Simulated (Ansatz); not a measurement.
**C4H2: vertical ionisation energy**

One table from this session's results is given with a row withheld; the runs are named, their logs left out.

Method: unrestricted cation, the program's frozen cores in correlated methods; program: Ansatz 0.2.0, Gaussian basis.

Plan: UKS PBE-D4/def2-TZVPP; UKS r2SCAN-D4/def2-TZVPP; UKS PBE0-D4/def2-TZVPP; UKS B3LYP-D4/def2-TZVPP; UKS wB97X-V/def2-TZVPP; UKS wB97M-V/def2-TZVPP; UKS B2PLYP/def2-TZVPP; UHF-CCSD(T)/def2-TZVPP; UHF-MP2/def2-QZVPP; extrapolation to the limit; then −ε(HOMO) from the neutral's earlier runs with LDA (SPW92), PBE-D4, revPBE-D4, BLYP-D4, r2SCAN-D4, B97M-V, PBE0-D4, B3LYP-D4, r2SCANh-D4, r2SCAN0-D4, HSE06-D4, BHLYP-D4, CAM-B3LYP-D4, LC-ωPBE, ωB97X-V, ωB97M-V.

## The geometry

The geometry comes from an earlier relaxation with PBE0-D4 in a triple-zeta def2 set; it is a stationary point.

SMILES `C#CC#C`, 6 atoms, charge 0, spin multiplicity 1.

Atoms are counted from 1 here; the program's logs count them from 0.

Bond lengths: C1–C2 1.205 Å, C1–H5 1.064 Å, C2–C3 1.364 Å, C3–C4 1.205 Å, C4–H6 1.064 Å. Angles: C2–C1–H5 180.0°, C1–C2–C3 180.0°, C2–C3–C4 180.0°, C3–C4–H6 180.0°.

The first run:

File in.yaml:

```yaml
crystal:
  periodic: [false, false, false]
  atoms:
    - {symbol: C, position_ang: [1.425955, -1.113221, 0.566784]}
    - {symbol: C, position_ang: [0.519943, -0.409271, 0.199984]}
    - {symbol: C, position_ang: [-0.505973, 0.387875, -0.215363]}
    - {symbol: C, position_ang: [-1.411958, 1.091854, -0.582176]}
    - {symbol: H, position_ang: [2.226562, -1.735245, 0.890864]}
    - {symbol: H, position_ang: [-2.212528, 1.713906, -0.906293]}
basis:
  gaussian: {orbitals: def2-TZVPP}
total_charge: 1
magnetization: {spin_polarized: true, initial_magnetization: 1}
hamiltonian: {xc: pbe, dispersion: d4}
```

On the command line:

```sh
$ ansatz run in.yaml --threads 2 --pin off --events-out ev --progress --plain --max-ram 4352MiB
```

Steps of the session up to this table: Cation, UKS PBE-D4/def2-TZVPP; Cation, UKS r2SCAN-D4/def2-TZVPP; Cation, UKS PBE0-D4/def2-TZVPP; Cation, UKS B3LYP-D4/def2-TZVPP; Cation, UKS wB97X-V/def2-TZVPP; Cation, UKS wB97M-V/def2-TZVPP; Cation, UKS B2PLYP (frozen core)/def2-TZVPP; Cation, UHF-CCSD(T)/def2-TZVPP; Cation, UHF-MP2/def2-QZVPP.

One table of the session follows, with a row left open; its other results are not shown here.

Orbital estimates, from the neutral's runs:

| functional | −ε(HOMO) (eV) |
| --- | --- |
| LDA (SPW92) | 6.79 |
| PBE-D4 | 6.59 |
| revPBE-D4 | 6.53 |
| BLYP-D4 | 6.42 |
| r2SCAN-D4 | 6.78 |
| B97M-V | 6.73 |
| PBE0-D4 | 7.69 |
| B3LYP-D4 | 7.46 |
| r2SCANh-D4 | 7.19 |
| r2SCAN0-D4 | ? |
| HSE06-D4 | 7.30 |
| BHLYP-D4 | 8.63 |
| CAM-B3LYP-D4 | 8.96 |
| LC-ωPBE | 10.33 |
| ωB97X-V | 9.91 |
| ωB97M-V | 9.80 |

**Question.** Estimate the row for r2SCAN0-D4.

Worked estimate for «−ε(HOMO) (eV)». Against the share of exact exchange, r2SCAN-D4 (0, 6.78), r2SCANh-D4 (0.1, 7.19) give a slope of 4.10 per unit share; at 0.25 the line stands at 7.80.

The run gave: −ε(HOMO) (eV): 7.82. In «−ε(HOMO) (eV)» the line misses by -0.02.
